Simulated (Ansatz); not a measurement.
Results of BLYP (plane waves, PAW; Ansatz, an electronic-structure program) for chalcopyrite CdSnAs2.

Run with plane-wave cutoff 520 eV, 8×8×8 k mesh, Fermi–Dirac smearing 0.01 eV, scalar-relativistic PAW data made under PBE.

Energies at three volumes about the minimum:

| V (Å³/atom) | E − E_lowest (meV/atom) |
|---|---|
| 30.729 | 1.60 |
| 31.356 | 0.00 |
| 31.983 | 1.44 |

Problem. Fit a parabola by hand: where is the minimum, and what is the bulk modulus?

Solution. Slopes: (0.00 − 1.60)/(31.356 − 30.729) = -2.552 and (1.44 − 0.00)/(31.983 − 31.356) = 2.297 meV/Å³. Curvature E″ = 2 × (2.297 − (-2.552))/(31.983 − 30.729) = 7.734 meV/Å⁶. From the middle of the first interval, the slope vanishes at V0 = 31.0425 − (-2.552)/7.734 = 31.372 Å³/atom. B = V0 E″ = 31.372 × 7.734 meV/Å³ × 0.1602 GPa per meV/Å³ = 38.9 GPa. The full Birch–Murnaghan fit to all volumes gives V0 = 31.360 Å³/atom and B0 = 38.8 GPa.

Shape and atoms are relaxed at each volume.

Note: the relaxation could not lower the start's symmetry, so the cell can be a saddle point above a distorted one; the bulk modulus comes from volumes at which shape and atoms were relaxed.
